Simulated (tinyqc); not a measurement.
Inside a calculation (part 2 of 3). Method: UHF in the sto-6g basis, for H3O+, spin multiplicity 1. Computed by tinyqc, a small Python program that keeps every step (integrals from PySCF). Command: `OMP_NUM_THREADS=1 python tinyqc.py 27245 27246 out.jsonl` (the two numbers bound the seeds that draw the settings). One thread of a shared host (Intel(R) Xeon(R) Processor @ 2.60GHz), about 0.2 s of CPU time with the checks.

Geometry (angstrom):
```
atom,x,y,z
O,0.000000,0.000000,0.002000
H,1.203000,0.000000,0.000000
H,-0.601000,1.042000,0.000000
H,-0.601000,-1.042000,0.000000
```

## Iteration 1: building the Fock matrix

D(alpha) at the start:
```
,1O 1s,1O 2s,1O 2px,1O 2py,1O 2pz,2H 1s,3H 1s,4H 1s
1O 1s,1.030116,-0.129909,0.000082,0.000000,-0.000092,-0.053932,-0.053788,-0.053788
1O 2s,-0.129909,0.608908,-0.000300,0.000000,0.000349,0.149551,0.149004,0.149004
1O 2px,0.000082,-0.000300,0.849170,0.000000,-0.223516,0.088310,-0.044148,-0.044148
1O 2py,0.000000,0.000000,0.000000,0.790108,0.000000,0.000000,0.151477,-0.151477
1O 2pz,-0.000092,0.000349,-0.223516,0.000000,0.848353,0.328432,-0.164407,-0.164407
2H 1s,-0.053932,0.149551,0.088310,0.000000,0.328432,0.203002,-0.045931,-0.045931
3H 1s,-0.053788,0.149004,-0.044148,0.151477,-0.164407,-0.045931,0.107549,0.049468
4H 1s,-0.053788,0.149004,-0.044148,-0.151477,-0.164407,-0.045931,0.049468,0.107549
```

D(beta) at the start:
```
,1O 1s,1O 2s,1O 2px,1O 2py,1O 2pz,2H 1s,3H 1s,4H 1s
1O 1s,1.030116,-0.129909,-0.000066,0.000000,-0.000094,-0.053714,-0.053896,-0.053896
1O 2s,-0.129909,0.608908,0.000247,0.000000,0.000352,0.148747,0.149405,0.149405
1O 2px,-0.000066,0.000247,0.849170,0.000000,0.223516,0.088322,-0.044137,-0.044137
1O 2py,0.000000,0.000000,0.000000,0.790108,0.000000,0.000000,0.151477,-0.151477
1O 2pz,-0.000094,0.000352,0.223516,0.000000,0.848353,-0.328726,0.164113,0.164113
2H 1s,-0.053714,0.148747,0.088322,0.000000,-0.328726,0.202968,-0.045939,-0.045939
3H 1s,-0.053896,0.149405,-0.044137,0.151477,0.164113,-0.045939,0.107566,0.049485
4H 1s,-0.053896,0.149405,-0.044137,-0.151477,0.164113,-0.045939,0.049485,0.107566
```

core Hamiltonian H = T + V (hartree):
```
,1O 1s,1O 2s,1O 2px,1O 2py,1O 2pz,2H 1s,3H 1s,4H 1s
1O 1s,-33.250834,-7.352351,-0.000006,0.000000,0.000052,-1.006598,-1.006834,-1.006834
1O 2s,-7.352351,-9.473659,-0.000072,0.000000,0.000608,-2.518727,-2.519153,-2.519153
1O 2px,-0.000006,-0.000072,-7.820328,0.000000,0.000000,-1.921081,0.959924,0.959924
1O 2py,0.000000,0.000000,0.000000,-7.820451,0.000000,0.000000,-1.664346,1.664346
1O 2pz,0.000052,0.000608,0.000000,0.000000,-7.712928,0.003317,0.003318,0.003318
2H 1s,-1.006598,-2.518727,-1.921081,0.000000,0.003317,-4.450070,-0.638936,-0.638936
3H 1s,-1.006834,-2.519153,0.959924,-1.664346,0.003318,-0.638936,-4.450259,-0.638356
4H 1s,-1.006834,-2.519153,0.959924,1.664346,0.003318,-0.638936,-0.638356,-4.450259
```

nuclear repulsion = 11.31966979 hartree

Given earlier and not repeated: Two-electron integrals (ij|kl) in chemists' order.

J_ij = sum D_kl (ij|kl) with D = D(alpha) + D(beta), K_ij = sum D_kl (ik|jl) for each spin; F = H + J - K(s); E = tr D H + tr D J / 2 - 0.5 sum_s tr D(s) K(s) + E_nn.

Coulomb J (hartree):
```
,1O 1s,1O 2s,1O 2px,1O 2py,1O 2pz,2H 1s,3H 1s,4H 1s
1O 1s,17.499663,3.120456,0.000648,0.000000,0.000000,0.436163,0.436203,0.436203
1O 2s,3.120456,8.227051,0.009145,0.000000,-0.000140,2.158045,2.149055,2.149055
1O 2px,0.000648,0.009145,8.246454,0.000000,-0.000009,1.776404,-0.878419,-0.878419
1O 2py,0.000000,0.000000,0.000000,8.235891,0.000000,0.000000,1.526030,-1.526030
1O 2pz,0.000000,-0.000140,-0.000009,0.000000,8.198806,-0.002979,-0.002959,-0.002959
2H 1s,0.436163,2.158045,1.776404,0.000000,-0.002979,4.307930,0.543872,0.543872
3H 1s,0.436203,2.149055,-0.878419,1.526030,-0.002959,0.543872,4.237539,0.541220
4H 1s,0.436203,2.149055,-0.878419,-1.526030,-0.002959,0.543872,0.541220,4.237539
```

exchange K(alpha) (hartree):
```
,1O 1s,1O 2s,1O 2px,1O 2py,1O 2pz,2H 1s,3H 1s,4H 1s
1O 1s,4.879097,0.786531,-0.000192,0.000000,-0.000011,0.114373,0.114729,0.114729
1O 2s,0.786531,1.237442,-0.000789,0.000000,-0.000004,0.397359,0.396191,0.396191
1O 2px,-0.000192,-0.000789,1.076090,0.000000,-0.098481,0.307452,-0.151280,-0.151280
1O 2py,0.000000,0.000000,0.000000,1.060654,0.000000,0.000000,0.270024,-0.270024
1O 2pz,-0.000011,-0.000004,-0.098481,0.000000,0.990945,0.076814,-0.039114,-0.039114
2H 1s,0.114373,0.397359,0.307452,0.000000,0.076814,0.386581,0.089152,0.089152
3H 1s,0.114729,0.396191,-0.151280,0.270024,-0.039114,0.089152,0.344260,0.098240
4H 1s,0.114729,0.396191,-0.151280,-0.270024,-0.039114,0.089152,0.098240,0.344260
```

exchange K(beta) (hartree):
```
,1O 1s,1O 2s,1O 2px,1O 2py,1O 2pz,2H 1s,3H 1s,4H 1s
1O 1s,4.879097,0.786531,-0.000189,0.000000,-0.000011,0.114386,0.114722,0.114722
1O 2s,0.786531,1.237442,-0.000461,0.000000,-0.000001,0.397247,0.396247,0.396247
1O 2px,-0.000189,-0.000461,1.076071,0.000000,0.098478,0.307457,-0.151266,-0.151266
1O 2py,0.000000,0.000000,0.000000,1.060672,0.000000,0.000000,0.270029,-0.270029
1O 2pz,-0.000011,-0.000001,0.098478,0.000000,0.990946,-0.077776,0.038168,0.038168
2H 1s,0.114386,0.397247,0.307457,0.000000,-0.077776,0.386689,0.089164,0.089164
3H 1s,0.114722,0.396247,-0.151266,0.270029,0.038168,0.089164,0.344206,0.098215
4H 1s,0.114722,0.396247,-0.151266,-0.270029,0.038168,0.089164,0.098215,0.344206
```

F(alpha) (hartree):
```
,1O 1s,1O 2s,1O 2px,1O 2py,1O 2pz,2H 1s,3H 1s,4H 1s
1O 1s,-20.630268,-5.018426,0.000834,0.000000,0.000063,-0.684808,-0.685360,-0.685360
1O 2s,-5.018426,-2.484050,0.009863,0.000000,0.000472,-0.758041,-0.766290,-0.766290
1O 2px,0.000834,0.009863,-0.649964,0.000000,0.098472,-0.452129,0.232785,0.232785
1O 2py,0.000000,0.000000,0.000000,-0.645214,0.000000,0.000000,-0.408340,0.408340
1O 2pz,0.000063,0.000472,0.098472,0.000000,-0.505067,-0.076475,0.039473,0.039473
2H 1s,-0.684808,-0.758041,-0.452129,0.000000,-0.076475,-0.528721,-0.184216,-0.184216
3H 1s,-0.685360,-0.766290,0.232785,-0.408340,0.039473,-0.184216,-0.556980,-0.195375
4H 1s,-0.685360,-0.766290,0.232785,0.408340,0.039473,-0.184216,-0.195375,-0.556980
```

F(beta) (hartree):
```
,1O 1s,1O 2s,1O 2px,1O 2py,1O 2pz,2H 1s,3H 1s,4H 1s
1O 1s,-20.630268,-5.018426,0.000831,0.000000,0.000063,-0.684822,-0.685353,-0.685353
1O 2s,-5.018426,-2.484050,0.009535,0.000000,0.000469,-0.757929,-0.766346,-0.766346
1O 2px,0.000831,0.009535,-0.649945,0.000000,-0.098486,-0.452134,0.232772,0.232772
1O 2py,0.000000,0.000000,0.000000,-0.645233,0.000000,0.000000,-0.408345,0.408345
1O 2pz,0.000063,0.000469,-0.098486,0.000000,-0.505067,0.078115,-0.037809,-0.037809
2H 1s,-0.684822,-0.757929,-0.452134,0.000000,0.078115,-0.528829,-0.184228,-0.184228
3H 1s,-0.685353,-0.766346,0.232772,-0.408345,-0.037809,-0.184228,-0.556926,-0.195350
4H 1s,-0.685353,-0.766346,0.232772,0.408345,-0.037809,-0.184228,-0.195350,-0.556926
```

total energy of this density = -75.52096842 hartree

## Iteration 1: diagonalisation and new density

X:
```
,1O 1s,1O 2s,1O 2px,1O 2py,1O 2pz,2H 1s,3H 1s,4H 1s
1O 1s,1.022575,-0.133929,-0.000002,0.000000,0.000021,0.015015,0.015018,0.015018
1O 2s,-0.133929,1.160151,0.000014,0.000000,-0.000206,-0.178669,-0.178717,-0.178717
1O 2px,-0.000002,0.000014,1.062788,0.000000,0.000000,-0.180945,0.090430,0.090430
1O 2py,0.000000,0.000000,0.000000,1.062861,0.000000,0.000000,-0.156766,0.156766
1O 2pz,0.000021,-0.000206,0.000000,0.000000,1.000000,0.000265,0.000265,0.000265
2H 1s,0.015015,-0.178669,-0.180945,0.000000,0.000265,1.091901,-0.033961,-0.033961
3H 1s,0.015018,-0.178717,0.090430,-0.156766,0.000265,-0.033961,1.091929,-0.033929
4H 1s,0.015018,-0.178717,0.090430,0.156766,0.000265,-0.033961,-0.033929,1.091929
```

Diagonalise F' = X^T F X, C = X C', fill 5 alpha and 5 beta electrons from the bottom; D(s) = C_occ C_occ^T. Each column has its largest component positive (the first on a tie).

F' = X^T F X (alpha) (hartree):
```
,1,2,3,4,5,6,7,8
1,-20.296767,-2.539802,-0.000268,0.000000,0.000104,-0.070393,-0.070387,-0.070387
2,-2.539802,-1.391025,0.009024,0.000000,0.000013,-0.362629,-0.362937,-0.362937
3,-0.000268,0.009024,-0.488322,0.000000,0.125632,-0.370048,0.186397,0.186397
4,0.000000,0.000000,0.000000,-0.474502,0.000000,0.000000,-0.337374,0.337374
5,0.000104,0.000013,0.125632,0.000000,-0.505066,-0.104281,0.052977,0.052977
6,-0.070393,-0.362629,-0.370048,0.000000,-0.104281,-0.242008,-0.048464,-0.048464
7,-0.070387,-0.362937,0.186397,-0.337374,0.052977,-0.048464,-0.265180,-0.063395
8,-0.070387,-0.362937,0.186397,0.337374,0.052977,-0.048464,-0.063395,-0.265180
```

orbital energies (alpha) (hartree): MO1 -20.634057, MO2 -1.408403, MO3 -0.834366, MO4 -0.824976, MO5 -0.549504, MO6 -0.010828, MO7 0.158079, MO8 0.176006

coefficients C (alpha):
```
,MO1,MO2,MO3,MO4,MO5,MO6,MO7,MO8
1O 1s,0.996382,-0.222729,0.000000,-0.005774,-0.001902,-0.147448,0.000000,0.010433
1O 2s,0.016304,0.854134,0.000000,0.024556,0.009857,0.851745,0.000000,-0.060912
1O 2px,-0.000047,-0.014037,0.000000,0.734304,-0.140905,-0.061526,0.000000,-0.784587
1O 2py,0.000000,0.000000,0.715056,0.000000,0.000000,0.000000,0.817018,0.000000
1O 2pz,-0.000007,-0.000208,0.000000,-0.086795,0.963413,-0.027160,0.000000,-0.252120
2H 1s,-0.002623,0.132198,0.000000,0.382523,0.244569,-0.545450,0.000000,0.859248
3H 1s,-0.002624,0.146816,0.354228,-0.193824,-0.129722,-0.626766,-0.729984,-0.363848
4H 1s,-0.002624,0.146816,-0.354228,-0.193824,-0.129722,-0.626766,0.729984,-0.363848
```

F' = X^T F X (beta) (hartree):
```
,1,2,3,4,5,6,7,8
1,-20.296767,-2.539802,-0.000222,0.000000,0.000105,-0.070431,-0.070368,-0.070368
2,-2.539802,-1.391025,0.008636,0.000000,0.000009,-0.362430,-0.363037,-0.363037
3,-0.000222,0.008636,-0.488305,0.000000,-0.125643,-0.370037,0.186395,0.186395
4,0.000000,0.000000,0.000000,-0.474519,0.000000,0.000000,-0.337383,0.337383
5,0.000105,0.000009,-0.125643,0.000000,-0.505066,0.105404,-0.051848,-0.051848
6,-0.070431,-0.362430,-0.370037,0.000000,0.105404,-0.242088,-0.048465,-0.048465
7,-0.070368,-0.363037,0.186395,-0.337383,-0.051848,-0.048465,-0.265140,-0.063394
8,-0.070368,-0.363037,0.186395,0.337383,-0.051848,-0.048465,-0.063394,-0.265140
```

orbital energies (beta) (hartree): MO1 -20.634057, MO2 -1.408398, MO3 -0.834373, MO4 -0.824976, MO5 -0.549484, MO6 -0.010877, MO7 0.158109, MO8 0.176006

coefficients C (beta):
```
,MO1,MO2,MO3,MO4,MO5,MO6,MO7,MO8
1O 1s,0.996382,-0.222730,0.000000,-0.005777,0.001267,-0.147449,0.000000,0.010503
1O 2s,0.016304,0.854137,0.000000,0.024619,-0.006722,0.851728,0.000000,-0.061502
1O 2px,-0.000047,-0.013785,0.000000,0.734290,0.140848,-0.062891,0.000000,-0.784506
1O 2py,0.000000,0.000000,0.715076,0.000000,0.000000,0.000000,0.817001,0.000000
1O 2pz,-0.000007,-0.000741,0.000000,0.086792,0.963452,0.023369,0.000000,0.252352
2H 1s,-0.002623,0.132201,0.000000,0.382411,-0.245787,-0.543957,0.000000,0.859896
3H 1s,-0.002624,0.146816,0.354210,-0.193959,0.128490,-0.627442,-0.729993,-0.363047
4H 1s,-0.002624,0.146816,-0.354210,-0.193959,0.128490,-0.627442,0.729993,-0.363047
```

D(alpha) after iteration 1:
```
,1O 1s,1O 2s,1O 2px,1O 2py,1O 2pz,2H 1s,3H 1s,4H 1s
1O 1s,1.042423,-0.174156,-0.000892,0.000000,-0.001292,-0.034732,-0.033948,-0.033948
1O 2s,-0.174156,0.730510,0.004652,0.000000,0.007187,0.124676,0.119319,0.119319
1O 2px,-0.000892,0.004652,0.559253,0.000000,-0.199481,0.244571,-0.126108,-0.126108
1O 2py,0.000000,0.000000,0.000000,0.511306,0.000000,0.000000,0.253293,-0.253293
1O 2pz,-0.001292,0.007187,-0.199481,0.000000,0.935699,0.202392,-0.108183,-0.108183
2H 1s,-0.034732,0.124676,0.244571,0.000000,0.202392,0.223621,-0.086452,-0.086452
3H 1s,-0.033948,0.119319,-0.126108,0.253293,-0.108183,-0.086452,0.201434,-0.049520
4H 1s,-0.033948,0.119319,-0.126108,-0.253293,-0.108183,-0.086452,-0.049520,0.201434
```

D(beta) after iteration 1:
```
,1O 1s,1O 2s,1O 2px,1O 2py,1O 2pz,2H 1s,3H 1s,4H 1s
1O 1s,1.042422,-0.174148,-0.001040,0.000000,0.000877,-0.034579,-0.034031,-0.034031
1O 2s,-0.174148,0.730467,0.005356,0.000000,-0.004973,0.123942,0.119719,0.119719
1O 2px,-0.001040,0.005356,0.559210,0.000000,0.199441,0.244359,-0.126348,-0.126348
1O 2py,0.000000,0.000000,0.000000,0.511334,0.000000,0.000000,0.253287,-0.253287
1O 2pz,0.000877,-0.004973,0.199441,0.000000,0.935773,-0.203712,0.106851,0.106851
2H 1s,-0.034579,0.123942,0.244359,0.000000,-0.203712,0.224133,-0.086337,-0.086337
3H 1s,-0.034031,0.119719,-0.126348,0.253287,0.106851,-0.086337,0.201156,-0.049774
4H 1s,-0.034031,0.119719,-0.126348,-0.253287,0.106851,-0.086337,-0.049774,0.201156
```

## Iteration 2: building the Fock matrix

As before.

Coulomb J (hartree):
```
,1O 1s,1O 2s,1O 2px,1O 2py,1O 2pz,2H 1s,3H 1s,4H 1s
1O 1s,17.095349,3.027645,0.000397,0.000000,0.000058,0.423593,0.423656,0.423656
1O 2s,3.027645,7.990275,0.002251,0.000000,0.000058,2.107126,2.105679,2.105679
1O 2px,0.000397,0.002251,7.992674,0.000000,-0.000004,1.737748,-0.866638,-0.866638
1O 2py,0.000000,0.000000,0.000000,7.986509,0.000000,0.000000,1.502735,-1.502735
1O 2pz,0.000058,0.000058,-0.000004,0.000000,7.991638,-0.002897,-0.002894,-0.002894
2H 1s,0.423593,2.107126,1.737748,0.000000,-0.002897,4.267799,0.535353,0.535353
3H 1s,0.423656,2.105679,-0.866638,1.502735,-0.002894,0.535353,4.255572,0.534522
4H 1s,0.423656,2.105679,-0.866638,-1.502735,-0.002894,0.535353,0.534522,4.255572
```

exchange K(alpha) (hartree):
```
,1O 1s,1O 2s,1O 2px,1O 2py,1O 2pz,2H 1s,3H 1s,4H 1s
1O 1s,4.889594,0.761479,-0.000107,0.000000,0.000033,0.114231,0.114431,0.114431
1O 2s,0.761479,1.225099,0.001753,0.000000,0.003101,0.395763,0.396001,0.396001
1O 2px,-0.000107,0.001753,0.921917,0.000000,-0.110904,0.332811,-0.167278,-0.167278
1O 2py,0.000000,0.000000,0.000000,0.902501,0.000000,0.000000,0.292887,-0.292887
1O 2pz,0.000033,0.003101,-0.110904,0.000000,1.059937,0.036980,-0.020423,-0.020423
2H 1s,0.114231,0.395763,0.332811,0.000000,0.036980,0.430949,0.071926,0.071926
3H 1s,0.114431,0.396001,-0.167278,0.292887,-0.020423,0.071926,0.427287,0.075026
4H 1s,0.114431,0.396001,-0.167278,-0.292887,-0.020423,0.071926,0.075026,0.427287
```

exchange K(beta) (hartree):
```
,1O 1s,1O 2s,1O 2px,1O 2py,1O 2pz,2H 1s,3H 1s,4H 1s
1O 1s,4.889593,0.761482,-0.000097,0.000000,-0.000030,0.114235,0.114429,0.114429
1O 2s,0.761482,1.225098,0.002115,0.000000,-0.002424,0.395724,0.396026,0.396026
1O 2px,-0.000097,0.002115,0.921882,0.000000,0.110880,0.332803,-0.167306,-0.167306
1O 2py,0.000000,0.000000,0.000000,0.902528,0.000000,0.000000,0.292877,-0.292877
1O 2pz,-0.000030,-0.002424,0.110880,0.000000,1.059984,-0.038181,0.019224,0.019224
2H 1s,0.114235,0.395724,0.332803,0.000000,-0.038181,0.431273,0.071946,0.071946
3H 1s,0.114429,0.396026,-0.167306,0.292877,0.019224,0.071946,0.427114,0.074980
4H 1s,0.114429,0.396026,-0.167306,-0.292877,0.019224,0.071946,0.074980,0.427114
```

F(alpha) (hartree):
```
,1O 1s,1O 2s,1O 2px,1O 2py,1O 2pz,2H 1s,3H 1s,4H 1s
1O 1s,-21.045079,-5.086186,0.000498,0.000000,0.000077,-0.697236,-0.697609,-0.697609
1O 2s,-5.086186,-2.708483,0.000426,0.000000,-0.002436,-0.807365,-0.809476,-0.809476
1O 2px,0.000498,0.000426,-0.749570,0.000000,0.110900,-0.516144,0.260564,0.260564
1O 2py,0.000000,0.000000,0.000000,-0.736442,0.000000,0.000000,-0.454498,0.454498
1O 2pz,0.000077,-0.002436,0.110900,0.000000,-0.781226,-0.036560,0.020848,0.020848
2H 1s,-0.697236,-0.807365,-0.516144,0.000000,-0.036560,-0.613220,-0.175509,-0.175509
3H 1s,-0.697609,-0.809476,0.260564,-0.454498,0.020848,-0.175509,-0.621974,-0.178859
4H 1s,-0.697609,-0.809476,0.260564,0.454498,0.020848,-0.175509,-0.178859,-0.621974
```

F(beta) (hartree):
```
,1O 1s,1O 2s,1O 2px,1O 2py,1O 2pz,2H 1s,3H 1s,4H 1s
1O 1s,-21.045079,-5.086188,0.000488,0.000000,0.000140,-0.697240,-0.697607,-0.697607
1O 2s,-5.086188,-2.708482,0.000065,0.000000,0.003089,-0.807326,-0.809501,-0.809501
1O 2px,0.000488,0.000065,-0.749536,0.000000,-0.110884,-0.516136,0.260592,0.260592
1O 2py,0.000000,0.000000,0.000000,-0.736469,0.000000,0.000000,-0.454488,0.454488
1O 2pz,0.000140,0.003089,-0.110884,0.000000,-0.781273,0.038602,-0.018800,-0.018800
2H 1s,-0.697240,-0.807326,-0.516136,0.000000,0.038602,-0.613544,-0.175530,-0.175530
3H 1s,-0.697607,-0.809501,0.260592,-0.454488,-0.018800,-0.175530,-0.621801,-0.178813
4H 1s,-0.697607,-0.809501,0.260592,0.454488,-0.018800,-0.175530,-0.178813,-0.621801
```

total energy of this density = -75.86638856 hartree

## Iteration 2: DIIS over 2 matrices

error matrix X^T (FDS - SDF) X (alpha):
```
,1,2,3,4,5,6,7,8
1,0.000000,-0.012989,0.000196,0.000000,0.000302,0.019000,0.019010,0.019010
2,0.012989,0.000000,0.000806,0.000000,-0.000252,-0.052356,-0.052285,-0.052285
3,-0.000196,-0.000806,0.000000,0.000000,-0.060415,0.015719,-0.005922,-0.005922
4,0.000000,0.000000,0.000000,0.000000,0.000000,0.000000,0.007302,-0.007302
5,-0.000302,0.000252,0.060415,0.000000,0.000000,-0.059334,0.030290,0.030290
6,-0.019000,0.052356,-0.015719,0.000000,0.059334,0.000000,0.001014,0.001014
7,-0.019010,0.052285,0.005922,-0.007302,-0.030290,-0.001014,0.000000,0.000000
8,-0.019010,0.052285,0.005922,0.007302,-0.030290,-0.001014,0.000000,0.000000
```

B (overlaps of the stored error matrices):
```
,1,2
1,1.0965210e+00,1.4795871e-01
2,1.4795871e-01,7.5571365e-02
```

Minimise |sum c_i e_i|^2 with sum c_i = 1: solve [B -1; -1 0][c; lambda] = [0; -1] with B_ij = tr e_i^T e_j summed over both spins, and take F = sum c_i F_i.

DIIS coefficients: -0.082617  1.082617

extrapolated F(alpha) (hartree):
```
,1O 1s,1O 2s,1O 2px,1O 2py,1O 2pz,2H 1s,3H 1s,4H 1s
1O 1s,-21.079350,-5.091784,0.000470,0.000000,0.000078,-0.698263,-0.698621,-0.698621
1O 2s,-5.091784,-2.727025,-0.000353,0.000000,-0.002676,-0.811440,-0.813044,-0.813044
1O 2px,0.000470,-0.000353,-0.757799,0.000000,0.111927,-0.521432,0.262859,0.262859
1O 2py,0.000000,0.000000,0.000000,-0.743979,0.000000,0.000000,-0.458312,0.458312
1O 2pz,0.000078,-0.002676,0.111927,0.000000,-0.804042,-0.033262,0.019309,0.019309
2H 1s,-0.698263,-0.811440,-0.521432,0.000000,-0.033262,-0.620202,-0.174790,-0.174790
3H 1s,-0.698621,-0.813044,0.262859,-0.458312,0.019309,-0.174790,-0.627344,-0.177495
4H 1s,-0.698621,-0.813044,0.262859,0.458312,0.019309,-0.174790,-0.177495,-0.627344
```

extrapolated F(beta) (hartree):
```
,1O 1s,1O 2s,1O 2px,1O 2py,1O 2pz,2H 1s,3H 1s,4H 1s
1O 1s,-21.079349,-5.091787,0.000459,0.000000,0.000146,-0.698266,-0.698620,-0.698620
1O 2s,-5.091787,-2.727024,-0.000718,0.000000,0.003306,-0.811407,-0.813066,-0.813066
1O 2px,0.000459,-0.000718,-0.757763,0.000000,-0.111908,-0.521424,0.262890,0.262890
1O 2py,0.000000,0.000000,0.000000,-0.744007,0.000000,0.000000,-0.458300,0.458300
1O 2pz,0.000146,0.003306,-0.111908,0.000000,-0.804093,0.035337,-0.017229,-0.017229
2H 1s,-0.698266,-0.811407,-0.521424,0.000000,0.035337,-0.620543,-0.174811,-0.174811
3H 1s,-0.698620,-0.813066,0.262890,-0.458300,-0.017229,-0.174811,-0.627160,-0.177447
4H 1s,-0.698620,-0.813066,0.262890,0.458300,-0.017229,-0.174811,-0.177447,-0.627160
```
